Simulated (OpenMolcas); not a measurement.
**Multireference states of NaF⁻**

Aim: the low electronic states of NaF⁻, first without spin–orbit coupling and then as Ω levels, at one distance and along the bond.

Computed with OpenMolcas 26.06. Level: SA-CASSCF(7,7), XMS-CASPT2, RASSI; ANO-RCC-VTZP.

All values are calculated.

**1. The job**

C2 symmetry about the axis (a holds Σ, Δ, Γ; b holds Π, Φ, H; Σ⁺ and Σ⁻ are not told apart); roots by multiplicity and irrep: 2a 7, 2b 8, 4a 5, 4b 4.

Active shells: Na 3s 3p, F 2p.

Input file m.inp:

```
&GATEWAY
Coord
2
angstrom
Na 0.0 0.0 0.0
F 0.0 0.0 2.0120
Basis=ANO-RCC-VTZP
Group=XY
RX2C
AMFI
ANGMom
0.0 0.0 0.0
RICD
&SEWARD
&GUESSORB
&RASSCF
FileOrb=$CurrDir/o21.orb
Symmetry=1
Spin=2
nActEl=7 0 0
Inactive=5 2
RAS2=3 4
CIRoot=7 7 1
Linear
Iterations=120 100
OrbListing=Nothing
PRWF=0.15
>>COPY $Project.RasOrb $CurrDir/o21.orb
>>COPY $Project.rasscf.h5 $CurrDir/r21.h5
&CASPT2
XMultistate=all
Imaginary=0.2
IPEA=0.25
MaxIter=40
>>COPY $Project.JobMix JOB001
&RASSCF
FileOrb=$CurrDir/o22.orb
Symmetry=2
Spin=2
nActEl=7 0 0
Inactive=5 2
RAS2=3 4
CIRoot=8 8 1
Linear
Iterations=120 100
OrbListing=Nothing
PRWF=0.15
>>COPY $Project.RasOrb $CurrDir/o22.orb
>>COPY $Project.rasscf.h5 $CurrDir/r22.h5
&CASPT2
XMultistate=all
Imaginary=0.2
IPEA=0.25
MaxIter=40
>>COPY $Project.JobMix JOB002
&RASSCF
FileOrb=$CurrDir/o41.orb
Symmetry=1
Spin=4
nActEl=7 0 0
Inactive=5 2
RAS2=3 4
CIRoot=5 5 1
Linear
Iterations=120 100
OrbListing=Nothing
PRWF=0.15
>>COPY $Project.RasOrb $CurrDir/o41.orb
>>COPY $Project.rasscf.h5 $CurrDir/r41.h5
&CASPT2
XMultistate=all
Imaginary=0.2
IPEA=0.25
MaxIter=40
>>COPY $Project.JobMix JOB003
&RASSCF
FileOrb=$CurrDir/o42.orb
Symmetry=2
Spin=4
nActEl=7 0 0
Inactive=5 2
RAS2=3 4
CIRoot=4 4 1
Linear
Iterations=120 100
OrbListing=Nothing
PRWF=0.15
>>COPY $Project.RasOrb $CurrDir/o42.orb
>>COPY $Project.rasscf.h5 $CurrDir/r42.h5
&CASPT2
XMultistate=all
Imaginary=0.2
IPEA=0.25
MaxIter=40
>>COPY $Project.JobMix JOB004
&RASSI
Nr of JobIphs=4 7 8 5 4
1 2 3 4 5 6 7
1 2 3 4 5 6 7 8
1 2 3 4 5
1 2 3 4
SpinOrbit
EJob
Omega
MEES
MESO
Properties=4
'AngMom' 3 'Mltpl  1' 1 'Mltpl  1' 2 'Mltpl  1' 3
Thrs=1.0d-4
>>COPY $Project.rassi.h5 $CurrDir/so.h5
```

Each module block was a call of its own in one work directory; start orbitals came from a preliminary run.

Run with:

```sh
pymolcas m.inp
```

**2. CASSCF and CASPT2, block by block**

After this run come: From Λ–S states to Ω levels.

Before running it: what results should come out? Wanted: lowest spin-free state; next spin-free state; lowest level; next level; lowering by spin–orbit coupling.

**Answer**, as computed:

| quantity | value |
| --- | --- |
| lowest spin-free state | (1)2Σ |
| next spin-free state | (1)2Π, 1.247 eV |
| lowest level | Ω = 1/2, 100 % (1)2Σ |
| next level | Ω = 1/2, 10034 cm⁻¹ |
| lowering by spin–orbit coupling | 0 cm⁻¹ |

**Reading.** At 2.012 Å the lowest computed level has Ω = 1/2 and is 100 % (1)2Σ. For an anion a finite basis holds the extra electron even where it would leave, so these states may be resonances, unbound against the neutral molecule. Only the spin multiplicities and numbers of roots in the input were computed, so the list of states is not complete and the lowest one found need not be the ground state; labels number the states computed. The CASPT2 reference weights are uneven at 2.012, 1.921, 2.113, 1.831, 2.213, 2.354, 1.730, 2.535, 2.817, 3.219, 4.628, 6.036 Å, so some states there carry less reliable energies.
